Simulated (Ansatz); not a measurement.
Input file:

```yaml
crystal:
  periodic: [false, false, false]
  atoms:
    - { symbol: "N", position_ang: [-0.913632, 0.237084, -0.782008] }
    - { symbol: Al, position_ang: [0.675771, 0.52448, -0.061479] }
    - { symbol: O, position_ang: [1.170771, -0.545204, 1.160588] }
    - { symbol: H, position_ang: [-1.527948, -0.509168, -0.512675] }
    - { symbol: H, position_ang: [-1.331346, 0.783692, -1.509481] }
    - { symbol: H, position_ang: [1.968385, -0.554984, 1.658855] }
magnetization:
  spin_polarized: true
  initial_magnetization: 1
basis:
  gaussian: { orbitals: def2-SVP }
hamiltonian:
  xc: hf
neb:
  order_check: false
  images: 5
  f_tol: 0.05
  max_iterations: 60
  max_displacement: 0.5
  optimiser: fire
  final_atoms:
    - { symbol: "N", position_ang: [-0.49319639, 0.86014349, -1.03414523] }
    - { symbol: Al, position_ang: [-0.32161322, -0.42430925, 0.14696579] }
    - { symbol: O, position_ang: [1.06813455, -0.54583406, 1.09318131] }
    - { symbol: H, position_ang: [-1.47063913, -1.46585149, 0.34025805] }
    - { symbol: H, position_ang: [-0.59961378, 1.55302421, -1.74255317] }
    - { symbol: H, position_ang: [1.85892896, -0.04127291, 1.15009325] }
  initial_path:
    images:
      - { positions_ang: [[-0.913632, 0.237084, -0.782008], [0.675771, 0.52448, -0.061479], [1.170771, -0.545204, 1.160588], [-1.527948, -0.509168, -0.512675], [-1.331346, 0.783692, -1.509481], [1.968385, -0.554984, 1.658855]] }
      - { positions_ang: [[-0.93152911, 0.43950171, -0.67560632], [0.4690241, 0.1531258, -0.00718447], [1.17562312, -0.48428777, 1.2729689], [-1.53115423, -0.62691451, -0.58687069], [-1.14427756, 0.85847588, -1.51501608], [2.00431468, -0.40400112, 1.46550865]] }
      - { positions_ang: [[-0.94942623, 0.64191942, -0.56920464], [0.2622772, -0.21822839, 0.04711007], [1.18047524, -0.42337153, 1.38534981], [-1.53436046, -0.74466102, -0.66106638], [-0.95720912, 0.93325977, -1.52055117], [2.04024436, -0.25301824, 1.27216231]] }
      - { positions_ang: [[-0.96732334, 0.84433713, -0.46280296], [0.0555303, -0.58958259, 0.1014046], [1.18532735, -0.3624553, 1.49773071], [-1.53756669, -0.86240754, -0.73526207], [-0.77014068, 1.00804365, -1.52608625], [2.07617405, -0.10203536, 1.07881596]] }
      - { positions_ang: [[-0.80928102, 0.84960591, -0.65325038], [-0.0701842, -0.53449148, 0.11659167], [1.14626309, -0.42358155, 1.36288091], [-1.5152575, -1.06355552, -0.37675536], [-0.71329838, 1.18970384, -1.59824189], [2.00375902, -0.08178121, 1.10257506]] }
      - { positions_ang: [[-0.6512387, 0.8548747, -0.84369781], [-0.19589871, -0.47940036, 0.13177873], [1.10719882, -0.4847078, 1.22803111], [-1.49294831, -1.2647035, -0.01824865], [-0.65645608, 1.37136402, -1.67039753], [1.93134399, -0.06152706, 1.12633415]] }
      - { positions_ang: [[-0.49319639, 0.86014349, -1.03414523], [-0.32161322, -0.42430925, 0.14696579], [1.06813455, -0.54583406, 1.09318131], [-1.47063913, -1.46585149, 0.34025805], [-0.59961378, 1.55302421, -1.74255317], [1.85892896, -0.04127291, 1.15009325]] }
```

Run as:

```bash
$ ansatz run input.yaml --threads 1 --pin off --max-ram 2048MiB --backend cpu --events-out ev --progress --plain --runs-dir out
```

Hardware: 1 thread of Arm Neoverse V2 (shared host).

**Question.** Roughly how long does this run take, and how much memory?

**Answer.** 3.3 min, with a peak of 0.12 GiB, for 60 band iterations.
